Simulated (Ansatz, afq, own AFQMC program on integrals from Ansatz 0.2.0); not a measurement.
# N₂H₃, quartet: AFQMC among the cluster methods

| atom | x (Å) | y (Å) | z (Å) |
| --- | --- | --- | --- |
| N | -1.0828 | -0.0184 | -0.0286 |
| H | -1.3801 | 0.9495 | -0.0286 |
| H | -1.3801 | -0.4207 | 0.8517 |
| H | 0.2252 | -0.0184 | -0.0286 |
| N | 1.2652 | -0.0184 | -0.0286 |

Connectivity, by distances: NH2 ··· NH.

Basis cc-pVTZ. Noble-gas cores (and the filled d shells of Ga–Kr and In–Xe) are frozen. AFQMC by an in-house program on the Cholesky factors that Ansatz 0.2.0 writes for its CCSD(T) run. The CISD trial takes its coefficients from CCSD amplitudes. Released means that phaseless walkers are propagated on without the constraint, phases kept. Error bars are statistical, one sigma.

Determinant: UHF, the one that the program's search chose, which needn't be the lowest solution. The geometry is a point of a scan.

No full CI on the walks' own integrals is used here. The released AFQMC energy serves as the reference, which it does only where one determinant dominates, the energy is flat over the last release times and near the phaseless one (40 meV or 2 meV an electron, half that with transition metals). On small molecules, where full CI could be run and the noise was under 10 meV, such values lay within 10 meV of it in 19 cases of 20, a flattering rate, since the rule was set on those same cases; what remains of the bias isn't in the error bar.

Cautions: lower spins were not checked; the released value is read at 1.62 1/Eh, later times being too noisy (meV from the phaseless value at times in 1/Eh: -13 ± 4 at 0.24, -18 ± 5 at 0.51, -24 ± 4 at 0.99, -20 ± 6 at 1.62, -126 ± 104 at 2.40).

- T1 diagnostic: 0.0251
- weight of the determinant in the CISD state: 0.878
- ⟨S²⟩ of the determinant: 3.787
- size of the correlated space: 13 electrons in 100 orbitals

```json
{"level": "MP2", "correlation energy (eV)": "-9.2848"}
{"level": "CCSD", "correlation energy (eV)": "-10.2235"}
{"level": "CCSD(T)", "correlation energy (eV)": "-10.5618"}
```

Estimate where phaseless AFQMC with a CISD trial lies against CCSD(T) on the same integrals.

2.0 ± 0.6 kJ/mol below CCSD(T).

Reference: AFQMC with the constraint released, correlation energy -10.602 ± 0.006 eV.

```tsv
level	E − E(reference) (kJ/mol)	share of correlation (%)
CCSD(T)	3.9 ± 0.6	99.62
ph-AFQMC/CISD	1.9 ± 0.8	99.81
```

A walk keeps the symmetry of its determinant, which the program's search chose and which needn't be the lowest solution, so a lower state of the same spin and another symmetry isn't excluded. Released energies are given only where the last usable release times agree within the noise; a slower fall can still hide under it.
